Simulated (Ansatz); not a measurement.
# CH5B: the cost of one run

Method: RKS PBE-D4/def2-SVP, in Ansatz 0.2.0.

1 further run of the same task is left out (it didn't finish).

## Step 1: The starting structure

Bond lengths: B1–C4 1.600 Å, C4–H5 1.110 Å, C4–H6 1.110 Å, C4–H7 1.110 Å. Angles: B1–C4–H5 109.5°, B1–C4–H6 109.5°, B1–C4–H7 109.5°, H5–C4–H6 109.4°, H5–C4–H7 109.4°, H6–C4–H7 109.4°.

Structure file:

```xyz
7

B     0.0000    0.0000    0.0000
H     0.8690    0.0000    1.0849
H     1.3740    0.0000    0.2102
C    -1.3856    0.0000   -0.8000
H    -1.9458   -0.9305   -0.5708
H    -1.9898    0.8797   -0.4946
H    -1.1839    0.0508   -1.8903
```

## Step 2: A restrained relaxation towards end A

Springs on the bonds that form and break draw the guess towards this end; the thresholds are loose.

Contents of input.yaml:

```yaml
crystal:
  periodic: [false, false, false]
  atoms:
    - { symbol: B, position_ang: [0.0, 0.0, 0.0] }
    - { symbol: H, position_ang: [0.869, 0.0, 1.0849] }
    - { symbol: H, position_ang: [1.374, 0.0, 0.2102] }
    - { symbol: C, position_ang: [-1.3856, 0.0, -0.8] }
    - { symbol: H, position_ang: [-1.9458, -0.9305, -0.5708] }
    - { symbol: H, position_ang: [-1.9898, 0.8797, -0.4946] }
    - { symbol: H, position_ang: [-1.1839, 0.0508, -1.8903] }
basis:
  gaussian: { orbitals: def2-SVP }
hamiltonian:
  xc: pbe
  dispersion: d4
relax:
  f_tol: 0.15
  max_steps: 25
  restrain:
    - { distance: [1, 2], at: 1.86, k: 30.0 }
    - { distance: [0, 1], at: 1.19, k: 30.0 }
    - { distance: [0, 2], at: 1.19, k: 30.0 }
```

The run is started by

```sh
$ ansatz run input.yaml --threads 1 --pin off --max-ram 2048MiB --backend cpu --events-out ev --progress --plain --runs-dir out
```

What time and memory should one allow on 1 thread of Intel Xeon 6975P-C (Granite Rapids), shared host?

About 3.3 s, with a peak of 0.12 GiB.
